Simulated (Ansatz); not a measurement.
# H₂O with SiH₃F: structure and interaction energy

Aim: relax the pair, then compute its interaction energy with counterpoise at many levels, up to CCSD(T).

Method: PBE0-D4 structure, single points in def2-TZVPPD; program: Ansatz 0.2.0, Gaussian basis.

Levels: PBE-D4, revPBE-D4, BLYP-D4, r2SCAN-D4, B97M-V, PBE0-D4, B3LYP-D4, HSE06-D4, wB97X-V, wB97M-V, B2PLYP, Hartree-Fock, MP2, CCSD, CCSD(T). The reference is CCSD(T) extrapolated to the basis limit.

Correlated methods freeze the cores. B3LYP uses VWN-RPA correlation. B2PLYP carries no dispersion term here.

176 further runs of the same task are left out: 176 set aside as unsound or not needed. Runs told in other sessions of the task aren't counted.

### Step 1. Starting geometry

The pair, from a GFN2-xTB docking trial: 8 atoms, charge 0, spin multiplicity 1.

Atoms are counted from 1 here; the program's logs count them from 0.

Bond lengths: O1–H2 0.959 Å, O1–H3 0.960 Å, Si4–F5 1.615 Å, Si4–H6 1.460 Å, Si4–H7 1.448 Å, Si4–H8 1.453 Å. Angles: H2–O1–H3 107.0°, F5–Si4–H6 103.2°, F5–Si4–H7 106.1°, F5–Si4–H8 105.6°, H6–Si4–H7 112.3°, H6–Si4–H8 111.0°, H7–Si4–H8 117.3°.

Coordinates:

| atom | x (Å) | y (Å) | z (Å) |
| --- | --- | --- | --- |
| O1 | -0.1037 | -0.3212 | -1.7286 |
| H2 | -0.9832 | -0.0764 | -2.0236 |
| H3 | 0.4346 | 0.4729 | -1.7599 |
| Si4 | 0.1074 | -0.1133 | 1.1148 |
| F5 | 0.4949 | 1.3232 | 0.4864 |
| H6 | 0.2724 | 0.0963 | 2.5502 |
| H7 | 1.0682 | -1.0578 | 0.5835 |
| H8 | -1.2905 | -0.3237 | 0.7771 |

Atoms 1 to 3 are fragment A (H₂O), the rest fragment B (SiH₃F).

### Step 2. A first relaxation in a small basis

File pre/in.yaml:

```yaml
crystal:
  periodic: [false, false, false]
  atoms:
    - {symbol: O, position_ang: [-0.103700, -0.321200, -1.728600]}
    - {symbol: H, position_ang: [-0.983200, -0.076400, -2.023600]}
    - {symbol: H, position_ang: [0.434600, 0.472900, -1.759900]}
    - {symbol: Si, position_ang: [0.107400, -0.113300, 1.114800]}
    - {symbol: F, position_ang: [0.494900, 1.323200, 0.486400]}
    - {symbol: H, position_ang: [0.272400, 0.096300, 2.550200]}
    - {symbol: H, position_ang: [1.068200, -1.057800, 0.583500]}
    - {symbol: H, position_ang: [-1.290500, -0.323700, 0.777100]}
basis:
  gaussian: {orbitals: def2-SVP}
hamiltonian: {xc: pbe, dispersion: d4}
relax: {f_tol: 0.03, max_steps: 250}
```

Command:

```console
$ ansatz run in.yaml --threads 4 --pin off --events-out ev --progress --plain --max-ram 9574MiB
```

Further steps of the session: Relaxation at PBE0-D4; PBE-D4/def2-TZVPPD; r2SCAN-D4/def2-TZVPPD; PBE0-D4/def2-TZVPPD; B3LYP-D4/def2-TZVPPD; wB97X-V/def2-TZVPPD; wB97M-V/def2-TZVPPD; B2PLYP/def2-TZVPPD; BLYP-D4/def2-TZVPPD; revPBE-D4/def2-TZVPPD; B97M-V/def2-TZVPPD; HSE06-D4/def2-TZVPPD; CCSD(T)/def2-TZVPPD; MP2/def2-QZVPPD; Hartree-Fock/STO-3G; PBE-D4/STO-3G; B3LYP-D4/6-31G; SPW92/def2-SVP; PBE-D4/def2-SVP; PBE0-D4/def2-SVP; wB97M-V/def2-SVP; CCSD(T)/def2-SVP; Vibrations of the pair.

Q: Predict the outcome of this session. Wanted: interaction energy, CCSD(T)/CBS; of it Hartree-Fock; D4 term of PBE0-D4; shortest contact; lowest wavenumber.

As calculated:

| quantity | value |
| --- | --- |
| interaction energy, CCSD(T)/CBS | -13.83 kJ/mol |
| of it Hartree-Fock (basis limit) | -5.82 kJ/mol |
| D4 term of PBE0-D4 | -3.24 kJ/mol |
| shortest contact | H3–F5 2.28 Å |
| lowest wavenumber | 76 cm⁻¹ |

The pair is bound by 13.83 kJ/mol at fixed fragment shapes. Hartree-Fock gives 42 % of it, so electrostatics and correlation both count. The functionals run from PBE0-D4, off by -0.04 kJ/mol, to B2PLYP, off by +4.15 kJ/mol, against CCSD(T)/CBS. Mean unsigned error by rung: GGA 1.78, meta-GGA 1.47, hybrid 0.35, screened hybrid 0.12, range-separated hybrid 0.54, double hybrid 4.15 kJ/mol. The double hybrids carry no dispersion term here, unlike the levels marked D4 or V. PBE-D4 gives an interaction energy 0.31 kJ/mol too high, an error of 2 % of the reference. CCSD(T) moves by -1.77 kJ/mol from triple zeta to the limit; gaps between functionals far smaller than that don't rank them. A lower arrangement may exist.
